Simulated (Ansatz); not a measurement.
Consider C in the diamond structure (space group Fd-3m, No. 227; a = 3.560 Å).

The values are results of r2SCAN (Ansatz, a program for electronic structure; PAW; 500 eV plane waves; no spin-orbit coupling), not measurements.

| level | band gap | lattice parameter a |
|---|---|---|
| r2SCAN | 4.36 eV | 3.560 Å |

### Question
From these computed values, estimate the measured ones, and say how each level misses.

### Answer
Measured: band gap 5.48 eV (0 K or low temperature; as listed in arXiv:1206.3780); lattice parameter a 3.553 Å (static lattice; corrected from measurement; as listed in Daniel Mejia-Rodriguez, S. B. Trickey, Phys. Rev. B (2018)). Computed minus measured — band gap: r2SCAN -1.12 eV; lattice parameter a: r2SCAN +0.2 %. Measured values not marked as corrected hold thermal and zero-point effects that the static-lattice runs lack. A measured gap can be an optical one, lowered by exciton binding.

Whether these cells are dynamically stable was not tested.
